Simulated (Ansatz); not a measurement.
Job for Ansatz (a program for electronic structure): R-BLYP/def2-TZVPPD on C4H8 (a complex). Files ending in .json are basis or fitting sets from the Basis Set Exchange.

Ansatz 0.2 input:
```yaml
crystal:
  periodic: [false, false, false]
  atoms:
    - {symbol: H, position_ang: [-0.92396100, 1.23195600, -1.75000000]}
    - {symbol: H, position_ang: [0.92396100, 1.23195600, -1.75000000]}
    - {symbol: H, position_ang: [0.92396100, -1.23195600, -1.75000000]}
    - {symbol: H, position_ang: [-0.92396100, -1.23195600, -1.75000000]}
    - {symbol: C, position_ang: [0.00000000, 0.66717600, -1.75000000]}
    - {symbol: C, position_ang: [-0.00000000, -0.66717600, -1.75000000]}
    - {symbol: H, position_ang: [-0.92396100, 1.23195600, 1.75000000]}
    - {symbol: H, position_ang: [0.92396100, 1.23195600, 1.75000000]}
    - {symbol: H, position_ang: [0.92396100, -1.23195600, 1.75000000]}
    - {symbol: H, position_ang: [-0.92396100, -1.23195600, 1.75000000]}
    - {symbol: C, position_ang: [0.00000000, 0.66717600, 1.75000000]}
    - {symbol: C, position_ang: [-0.00000000, -0.66717600, 1.75000000]}
basis:
  gaussian:
    orbitals: def2-TZVPPD.json
hamiltonian:
  xc: {name: BLYP}
scf: {lower_state_search: off}
```

Program output:

```
WARN ansatz: RAYON_NUM_THREADS=2 ignored (pool sized by the plan → 2); use --threads N
Functional definition: BLYP
these checks for a lower state are left out or cut short: stability, starts, cluster_reference, orbital_swaps, neighbouring_geometries, increment
integrals: 0.16 GiB planned
1168 factors; their error is unknown
mean field: 1.49 GiB planned
mean field evaluation 1: about -4259.1058 eV, gradient 8.4e1 eV
mean field evaluation 2: about -4227.7573 eV, gradient 1.3e2 eV
mean field evaluation 4: about -4276.2846 eV, gradient 3.4e0 eV
mean field evaluation 8: about -4276.2745 eV, gradient 9.3e-2 eV
mean field evaluation 16: about -4276.2745 eV, gradient 5.7e-4 eV
mean field -4276.27451128 eV, -157.1501897266 hartree, gradient 3.7e-6 eV, S^2 0.000000; 0 other end points of the search recorded, 0 dependent functions left out
reference -4276.27493624 eV, -157.1502053435 hartree; 16, 16 occupied and 268, 268 virtual orbitals, 1168 factors
Total energy: -4276.27493624 eV, -157.1502053435 hartree
Checks for a lower state left out: stability, starts, cluster_reference, orbital_swaps, neighbouring_geometries, increment
```

Self-consistency was reached.

Cost: roughly 2.8 core-seconds.
